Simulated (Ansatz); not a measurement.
Reaction (SMILES): [PH2] (PH2) → 2 H atom + P atom
B3LYP-D3(BJ)/def2-TZVP geometries, fixed; electronic energies without zero-point terms.
Largest species:
```
P
H 1 1.4234
H 1 1.4234 2 91.73
```
Charge 0, spin multiplicity 2.

Basis-set convergence of the atomisation energy at B3LYP with Ansatz (a quantum-chemistry and plane-wave program). Cartesian d functions, on some or all atoms, in 6-31G**; all else is spherical. The program fits the integrals of some runs and decomposes those of others, by size. Open shells are unrestricted. No added dispersion term, no relativity. Functions are those of the species that has most. Reference: the value in aug-cc-pV(5+d)Z, 158.84 kcal/mol, itself unsure by roughly 0.03 kcal/mol (its mean distance from pcseg-4, aug-pcseg-3, aug-cc-pV(Q+d)Z). Deviations are taken from unrounded values.

```json
[
 {"basis": "6-31G", "functions": "17", "atomisation energy (kcal/mol)": "138.45", "minus reference (kcal/mol)": "-20.39"},
 {"basis": "pcseg-1", "functions": "28", "atomisation energy (kcal/mol)": "154.67", "minus reference (kcal/mol)": "-4.17"},
 {"basis": "6-31G**", "functions": "29", "atomisation energy (kcal/mol)": "156.27", "minus reference (kcal/mol)": "-2.58"},
 {"basis": "def2-SVPD", "functions": "40", "atomisation energy (kcal/mol)": "157.19", "minus reference (kcal/mol)": "-1.66"},
 {"basis": "def2-TZVP", "functions": "49", "atomisation energy (kcal/mol)": "158.24", "minus reference (kcal/mol)": "-0.60"},
 {"basis": "aug-cc-pV(D+d)Z", "functions": "50", "atomisation energy (kcal/mol)": "155.90", "minus reference (kcal/mol)": "-2.94"},
 {"basis": "def2-TZVPD", "functions": "61", "atomisation energy (kcal/mol)": "158.48", "minus reference (kcal/mol)": "-0.36"},
 {"basis": "jun-cc-pV(T+d)Z", "functions": "76", "atomisation energy (kcal/mol)": "158.66", "minus reference (kcal/mol)": "-0.18"},
 {"basis": "aug-pcseg-2", "functions": "96", "atomisation energy (kcal/mol)": "158.36", "minus reference (kcal/mol)": "-0.48"},
 {"basis": "aug-cc-pV(T+d)Z", "functions": "101", "atomisation energy (kcal/mol)": "158.60", "minus reference (kcal/mol)": "-0.25"},
 {"basis": "def2-QZVPP", "functions": "130", "atomisation energy (kcal/mol)": "158.71", "minus reference (kcal/mol)": "-0.14"},
 {"basis": "pcseg-3", "functions": "130", "atomisation energy (kcal/mol)": "158.74", "minus reference (kcal/mol)": "-0.11"},
 {"basis": "def2-QZVPPD", "functions": "142", "atomisation energy (kcal/mol)": "158.75", "minus reference (kcal/mol)": "-0.09"}
]
```

The smallest set listed that lies within 1 kcal/mol of the reference with all its larger relatives (same family, alike in diffuse functions; a set with none counts only in the reference's own line) is def2-TZVP (49 functions, -0.60 kcal/mol off). (Relatives not listed, tested too: def2-TZVPP -0.16, def2-TZVPPD 0.00, def2-QZVP -0.14, aug-cc-pV(Q+d)Z 0.02, aug-pcseg-3 -0.05, pcseg-4 -0.02, aug-cc-pV(5+d)Z 0.00 kcal/mol.)
